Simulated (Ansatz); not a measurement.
Elements on the sites of an ideal zinc blende lattice, at a guessed lattice constant:

```xyz
16
Lattice="-5.5599 5.5599 0.0000 -5.5599 0.0000 5.5599 0.0000 5.5599 5.5599" Properties=species:S:1:pos:R:3 pbc="T T T"
Al    0.0000    0.0000    0.0000
Al   -2.7799    0.0000    2.7799
Ga   -2.7799    2.7799    0.0000
Ga    0.0000    2.7799    2.7799
Ga   -5.5599    2.7799    2.7799
Ga   -2.7799    5.5599    2.7799
Ga   -2.7799    2.7799    5.5599
Ga   -5.5599    5.5599    5.5599
As   -9.7298    6.9499    6.9499
As   -6.9499    4.1699    6.9499
As   -6.9499    6.9499    4.1699
As   -9.7298    9.7298    9.7298
As   -4.1699    4.1699    4.1699
As   -6.9499    6.9499    9.7298
As   -6.9499    9.7298    6.9499
As   -4.1699    6.9499    6.9499
```

Cell and atoms were relaxed without symmetry on coarser meshes and computed once more. Theory: DFT PBE, scalar-relativistic, plane waves, PAW in Ansatz.

Plane waves to 420 eV, a k mesh through Γ of 5×5×5 on the computed 16-atom cell and Gaussian smearing (0.02 eV); no spin polarisation.

The relaxation ran on 2×2×2 (shifted) and then 3×3×3 k points with a smearing of 0.1 eV, from sites shaken by 0.02 Å.

Task: What does the relaxation give?

Result: A volume of 23.65 Å³/atom and a gap on the mesh of 0.45 eV. It lies 0.38 eV/atom below the elements' standard states (static lattices, no corrections for gases). The atoms leave their sites by 0.01 Å (root mean square) and 0.01 Å at most, and the cell stretches by up to 0.1 % at fixed volume.

```xyz
16
Lattice="-5.7398 5.7381 -0.0033 -5.7399 -0.0034 5.7399 0.0033 5.7381 5.7397" Properties=species:S:1:pos:R:3 pbc="T T T"
Al   -5.7431    5.7354    0.0029
Al   -8.6128    5.7336    2.8730
Ga   -8.6043    8.6023   11.4731
Ga  -11.4701    8.6026    8.6065
Ga   -5.7346    8.6042    8.6030
Ga   -2.8657    5.7369    2.8698
Ga   -8.6004    8.6029    5.7375
Ga   -5.7355    5.7366    5.7388
As  -10.0443    7.1643    7.1687
As   -7.1724    4.3001    7.1750
As   -7.1741    7.1671    4.2977
As  -10.0452   10.0491   10.0479
As   -4.3026    4.3008    4.3059
As   -7.1650    7.1653   10.0474
As   -7.1755   10.0506    7.1777
As   -4.2950    7.1672    7.1775
```

The gap is read on a mesh, which can miss the band edges, so it can be too wide.

Cost: 2 runs of about 13 core-minutes in all (earlier runs that led there not counted), on Arm Neoverse V1 (shared hosts).